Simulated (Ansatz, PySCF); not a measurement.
Bond stretch in Na2, singlet.

- UHF/aug-cc-pVTZ (Ansatz, a program for electronic structure)
- RHF/aug-cc-pVTZ (Ansatz)
- UKS-CAM-B3LYP = Ansatz with unrestricted CAM-B3LYP/aug-cc-pVTZ
- RKS-CAM-B3LYP = restricted CAM-B3LYP/aug-cc-pVTZ run with Ansatz
- UKS-PBE0 = Ansatz with unrestricted PBE0/aug-cc-pVTZ
- RKS-PBE0 = restricted PBE0/aug-cc-pVTZ (Ansatz)
- UKS-PBE = Ansatz with unrestricted PBE/aug-cc-pVTZ
- RKS-PBE = restricted PBE/aug-cc-pVTZ in Ansatz
- UKS-B3LYP/6-31G* = unrestricted B3LYP/6-31G*, spherical d in PySCF 2.14.0
- RKS-B3LYP/6-31G* = PySCF with restricted B3LYP/6-31G*, spherical d
- UKS-B3LYP/6-311+G** = PySCF with unrestricted B3LYP/6-311+G**, spherical d
- RKS-B3LYP/6-311+G** = restricted B3LYP/6-311+G**, spherical d in PySCF
- UKS-LDA (SVWN5)/6-31G* = unrestricted LDA (SVWN5)/6-31G*, spherical d (PySCF 2.14.0)
- RKS-LDA (SVWN5)/6-31G* = restricted LDA (SVWN5)/6-31G*, spherical d (PySCF)

Scanned distances (Å): 2.49, 2.66, 2.80, 2.89, 2.96, 3.10, 3.19, 3.26, 3.43, 3.57, 3.88, 4.13, 4.66, 5.01, 5.70, 6.23, 6.87, 7.56, 8.45, 9.38.

Task: Where does the unrestricted solution first break spin symmetry (<S²> of 0.01 or more)?

Result: UHF: already at 2.49 Å; UKS-CAM-B3LYP: between 3.57 and 3.88 Å; UKS-PBE0: between 3.57 and 3.88 Å; UKS-PBE: between 3.88 and 4.13 Å; UKS-B3LYP/6-31G*: between 4.13 and 4.66 Å; UKS-B3LYP/6-311+G**: between 3.88 and 4.13 Å; UKS-LDA (SVWN5)/6-31G*: between 4.13 and 4.66 Å.

```
R / Å  <S²> UHF  E(RHF) − E(UHF) / kcal/mol  <S²> UKS-CAM-B3LYP  E(RKS-CAM-B3LYP) − E(UKS-CAM-B3LYP) / kcal/mol  <S²> UKS-PBE0  E(RKS-PBE0) − E(UKS-PBE0) / kcal/mol  <S²> UKS-PBE  E(RKS-PBE) − E(UKS-PBE) / kcal/mol  <S²> UKS-B3LYP/6-31G*  E(RKS-B3LYP/6-31G*) − E(UKS-B3LYP/6-31G*) / kcal/mol  <S²> UKS-B3LYP/6-311+G**  E(RKS-B3LYP/6-311+G**) − E(UKS-B3LYP/6-311+G**) / kcal/mol  <S²> UKS-LDA (SVWN5)/6-31G*  E(RKS-LDA (SVWN5)/6-31G*) − E(UKS-LDA (SVWN5)/6-31G*) / kcal/mol
-----  --------  --------------------------  ------------------  ----------------------------------------------  -------------  ------------------------------------  ------------  ----------------------------------  ---------------------  ----------------------------------------------------  ------------------------  ----------------------------------------------------------  ---------------------------  ----------------------------------------------------------------
2.49       0.16                         0.2                0.00                                             0.0           0.00                                   0.0          0.00                                 0.0                   0.00                                                   0.0                      0.00                                                         0.0                         0.00                                                               0.0
2.66       0.22                         0.3                0.00                                             0.0           0.00                                   0.0          0.00                                 0.0                   0.00                                                   0.0                      0.00                                                         0.0                         0.00                                                               0.0
2.80       0.28                         0.6                0.00                                             0.0           0.00                                   0.0          0.00                                 0.0                   0.00                                                   0.0                      0.00                                                         0.0                         0.00                                                               0.0
2.89       0.32                         0.8                0.00                                             0.0           0.00                                   0.0          0.00                                 0.0                   0.00                                                   0.0                      0.00                                                         0.0                         0.00                                                               0.0
2.96       0.35                         0.9                0.00                                             0.0           0.00                                   0.0          0.00                                 0.0                   0.00                                                   0.0                      0.00                                                         0.0                         0.00                                                               0.0
3.10       0.42                         1.4                0.00                                             0.0           0.00                                   0.0          0.00                                 0.0                   0.00                                                   0.0                      0.00                                                         0.0                         0.00                                                               0.0
3.19       0.46                         1.8                0.00                                             0.0           0.00                                   0.0          0.00                                 0.0                   0.00                                                   0.0                      0.00                                                         0.0                         0.00                                                               0.0
3.26       0.49                         2.1                0.00                                             0.0           0.00                                   0.0          0.00                                 0.0                   0.00                                                   0.0                      0.00                                                         0.0                         0.00                                                               0.0
3.43       0.57                         3.0                0.00                                             0.0           0.00                                   0.0          0.00                                 0.0                   0.00                                                   0.0                      0.00                                                         0.0                         0.00                                                               0.0
3.57       0.62                         3.9                0.00                                             0.0           0.00                                   0.0          0.00                                 0.0                   0.00                                                   0.0                      0.00                                                         0.0                         0.00                                                               0.0
3.88       0.73                         6.2                0.23                                             0.2           0.18                                   0.1          0.00                                 0.0                   0.00                                                   0.0                      0.00                                                         0.0                         0.00                                                               0.0
4.13       0.80                         8.4                0.44                                             1.0           0.35                                   0.6          0.05                                 0.0                   0.00                                                   0.0                      0.01                                                         0.0                         0.00                                                               0.0
4.66       0.89                        13.5                0.73                                             3.9           0.64                                   2.4          0.40                                 0.6                   0.51                                                   0.9                      0.52                                                         0.9                         0.33                                                               0.4
5.01       0.93                        17.0                0.84                                             6.3           0.77                                   4.1          0.59                                 1.3                   0.71                                                   2.1                      0.71                                                         2.2                         0.53                                                               1.1
5.70       0.97                        23.5                0.94                                            11.2           0.92                                   7.6          0.85                                 3.4                   0.90                                                   5.0                      0.90                                                         5.1                         0.79                                                               3.0
6.23       0.99                        27.9                0.98                                            14.7           0.97                                  10.2          0.94                                 5.0                   0.96                                                   7.1                      0.96                                                         7.2                         0.90                                                               4.6
6.87       1.00                        32.5                0.99                                            18.1           0.99                                  12.8          0.98                                 6.8                   0.99                                                   9.2                      0.99                                                         9.3                         0.96                                                               6.2
7.56       1.00                        36.5                1.00                                            21.1           1.00                                  15.1          1.00                                 8.1                   1.00                                                  10.9                      1.00                                                        10.9                         0.99                                                               7.5
8.45       1.00                        40.5                1.00                                            23.9           1.00                                  17.0          1.00                                 9.2                   1.00                                                  12.3                      1.00                                                        12.4                         1.00                                                               8.5
9.38       1.00                        43.7                1.00                                            25.9           1.00                                  18.2          1.00                                 9.7                   1.00                                                  13.2                      1.00                                                        13.3                         1.00                                                               9.0
```
